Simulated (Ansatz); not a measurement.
**C₄H₃FS: one species, many methods**

One table from this session's results is given with a row withheld; the runs are named, their logs left out.

Computed with Ansatz 0.2.0, Gaussian basis. Level: functionals in def2-TZVPP, the program's frozen cores in correlated methods.

Levels to be run: LDA (SPW92), PBE-D4, revPBE-D4, BLYP-D4, r2SCAN-D4, B97M-V, PBE0-D4, B3LYP-D4, r2SCANh-D4, r2SCAN0-D4, HSE06-D4, BHLYP-D4, CAM-B3LYP-D4, LC-ωPBE, ωB97X-V, ωB97M-V, B2PLYP, PBE-QIDH; CCSD(T)/def2-SVP; CCSD(T)/def2-TZVPP; CCSD(T)/def2-QZVPP; extrapolation to the limit; RPA on PBE.

**The geometry**

The geometry comes from an earlier relaxation with PBE0-D4 in a triple-zeta def2 set; it is a stationary point, not always the lowest conformer.

SMILES `Fc1ccsc1`, 9 atoms, charge 0, spin multiplicity 1.

Atoms are counted from 1 here; the program's logs count them from 0.

Bond lengths: F1–C2 1.332 Å, C2–C3 1.412 Å, C2–C6 1.360 Å, C3–C4 1.362 Å, C3–H7 1.081 Å, C4–S5 1.704 Å, C4–H8 1.079 Å, S5–C6 1.705 Å, C6–H9 1.078 Å. Angles: F1–C2–C3 121.9°, F1–C2–C6 123.3°, C3–C2–C6 114.8°, C2–C3–C4 110.8°, C2–C3–H7 123.9°, C4–C3–H7 125.2°, C3–C4–S5 112.0°, C3–C4–H8 128.0°, S5–C4–H8 120.1°, C4–S5–C6 92.7°, C2–C6–S5 109.8°, C2–C6–H9 128.1°, S5–C6–H9 122.1°.

The first run:

Contents of in.yaml:

```yaml
crystal:
  periodic: [false, false, false]
  atoms:
    - {symbol: F, position_ang: [0.990819, 0.484913, 1.974272]}
    - {symbol: C, position_ang: [0.335929, 0.295018, 0.829570]}
    - {symbol: C, position_ang: [0.665363, -0.756746, -0.053454]}
    - {symbol: C, position_ang: [-0.143932, -0.740779, -1.149167]}
    - {symbol: S, position_ang: [-1.274134, 0.533534, -1.088265]}
    - {symbol: C, position_ang: [-0.691352, 1.084622, 0.416633]}
    - {symbol: H, position_ang: [1.455564, -1.471533, 0.127577]}
    - {symbol: H, position_ang: [-0.133638, -1.414619, -1.991682]}
    - {symbol: H, position_ang: [-1.116219, 1.939288, 0.917316]}
basis:
  gaussian: {orbitals: def2-TZVPP}
hamiltonian: {xc: lda}
output: {orbitals: {seedname: orbitals}}
```

Command:

```bash
$ ansatz run in.yaml --threads 2 --pin off --events-out ev --progress --plain --max-ram 31744MiB --backend cpu
```

Steps of the session up to this table: LDA; PBE-D4 (GGA); revPBE-D4 (GGA); BLYP-D4 (GGA); r2SCAN-D4 (meta-GGA); B97M-V (meta-GGA); B3LYP-D4 (hybrid); r2SCANh-D4 (hybrid); r2SCAN0-D4 (hybrid); HSE06-D4 (hybrid); BHLYP-D4 (hybrid); CAM-B3LYP-D4 (range-separated); LC-ωPBE (range-separated); ωB97X-V (range-separated); ωB97M-V (range-separated); B2PLYP (double hybrid); PBE-QIDH (double hybrid).

One table of the session follows, with a row left open; its other results are not shown here.

It belongs to the step «Orbital energies across the functionals». 

| functional | HOMO (eV) | gap (eV) |
| --- | --- | --- |
| LDA (SPW92) | -6.07 | 4.42 |
| PBE-D4 | -5.86 | 4.44 |
| revPBE-D4 | -5.79 | 4.45 |
| BLYP-D4 | -5.69 | 4.40 |
| r2SCAN-D4 | -6.06 | 4.77 |
| B97M-V | -6.05 | 4.82 |
| PBE0-D4 | -6.97 | 6.39 |
| B3LYP-D4 | ? | ? |
| r2SCANh-D4 | -6.48 | 5.50 |
| r2SCAN0-D4 | -7.10 | 6.60 |
| HSE06-D4 | -6.57 | 5.62 |
| BHLYP-D4 | -7.89 | 8.29 |
| CAM-B3LYP-D4 | -8.23 | 8.73 |
| LC-ωPBE | -9.54 | 11.08 |
| ωB97X-V | -9.18 | 10.71 |
| ωB97M-V | -9.08 | 10.56 |

Q: Estimate the row for B3LYP-D4 from the others.

Worked estimate for «HOMO (eV)». Against the share of exact exchange, BLYP-D4 (0, -5.69), BHLYP-D4 (0.5, -7.89) give a slope of -4.40 per unit share; at 0.2 the line stands at -6.57.

As computed: HOMO (eV): -6.74; gap (eV): 5.97. In «HOMO (eV)» the line misses by +0.17.
